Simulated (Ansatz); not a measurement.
# CHBO (SMILES B=C=O): single points off equilibrium

Aim: energy, forces and dipole at a frame of a short trajectory, from CCSD(T) and from density functionals.

The runs use Ansatz 0.2.0, Gaussian basis; single points in def2-TZVPP.

Correlated methods freeze the cores.

### 1 The system as given

SMILES `B=C=O`, 4 atoms, charge 0, spin multiplicity 1.

Atoms are counted from 1 here; the program's logs count them from 0.

Bond lengths: B1–C2 1.386 Å, B1–H4 1.240 Å, C2–O3 1.187 Å. Angles: C2–B1–H4 165.6°, B1–C2–O3 173.3°.

Coordinates:

| atom | x (Å) | y (Å) | z (Å) |
| --- | --- | --- | --- |
| B1 | -0.3336 | 0.4681 | -0.4023 |
| C2 | 0.2828 | -0.4768 | 0.4033 |
| O3 | 0.9238 | -1.2062 | 1.0852 |
| H4 | -1.1119 | 1.1009 | -1.1307 |

### 2 PBE-D4/def2-TZVPP

Input file run/in.yaml:

```yaml
crystal:
  periodic: [false, false, false]
  atoms:
    - {symbol: B, position_ang: [-0.333616, 0.468116, -0.402344]}
    - {symbol: C, position_ang: [0.282779, -0.476756, 0.403257]}
    - {symbol: O, position_ang: [0.923809, -1.206218, 1.085165]}
    - {symbol: H, position_ang: [-1.111939, 1.100894, -1.130726]}
basis:
  gaussian: {orbitals: def2-TZVPP}
hamiltonian: {xc: pbe, dispersion: d4}
output: {forces: true}
```

Started as:

```bash
> ansatz run in.yaml --threads 2 --pin off --events-out ev --progress --plain --max-ram 3481MiB
```

### 3 r2SCAN-D4/def2-TZVPP

Changes to run/in.yaml since step 2:

```diff
@@ -9,3 +9,3 @@
   gaussian: {orbitals: def2-TZVPP}
-hamiltonian: {xc: pbe, dispersion: d4}
+hamiltonian: {xc: r2scan, dispersion: d4}
 output: {forces: true}
```

### 4 PBE0-D4/def2-TZVPP

Changes to run/in.yaml since step 3:

```diff
@@ -9,3 +9,3 @@
   gaussian: {orbitals: def2-TZVPP}
-hamiltonian: {xc: r2scan, dispersion: d4}
-output: {forces: true}
+hamiltonian: {xc: pbe0, dispersion: d4}
+output: {forces: true, orbitals: {seedname: orbitals}}
```

### 5 wB97M-V/def2-TZVPP

Changes to run/in.yaml since step 4:

```diff
@@ -9,3 +9,3 @@
   gaussian: {orbitals: def2-TZVPP}
-hamiltonian: {xc: pbe0, dispersion: d4}
-output: {forces: true, orbitals: {seedname: orbitals}}
+hamiltonian: {xc: {name: wB97M-V}}
+output: {forces: true}
```

### 6 CCSD(T)/def2-TZVPP

Changes to run/in.yaml since step 5:

```diff
@@ -9,3 +9,3 @@
   gaussian: {orbitals: def2-TZVPP}
-hamiltonian: {xc: {name: wB97M-V}}
+correlation: {method: ccsd_t}
 output: {forces: true}
```

(Steps that only read results are left out.)

**Question.** What will these runs give? Wanted: energy less free atoms, CCSD(T)/def2-TZVPP; RMS force component; RMS force error; HOMO and LUMO, PBE0-D4; T1 diagnostic.

As calculated:

| quantity | value |
| --- | --- |
| energy less free atoms, CCSD(T)/def2-TZVPP | -356.2 kcal/mol |
| RMS force component | 1.055 to 1.282 eV/Å over the methods |
| RMS force error | PBE-D4 0.094, r2SCAN-D4 0.286, PBE0-D4 0.480, wB97M-V 0.444 eV/Å |
| HOMO and LUMO, PBE0-D4 | -6.14 and -4.25 eV |
| T1 diagnostic | 0.020 |

What this shows: Against CCSD(T) the functionals' energies less atoms differ by -38.0 to -17.0 kcal/mol, PBE-D4 by -38.0 kcal/mol. CCSD(T) in triple zeta still lacks some correlation energy of the bonds, so part of these gaps is its own basis error and they don't rank the functionals. For forces PBE-D4 does best and PBE0-D4 worst. Frozen-core CCSD(T) forces in triple zeta carry basis errors of their own, and this is one geometry, so small gaps rank nothing. The restricted Hartree–Fock reference is unstable towards an unrestricted one at one or more of these structures.
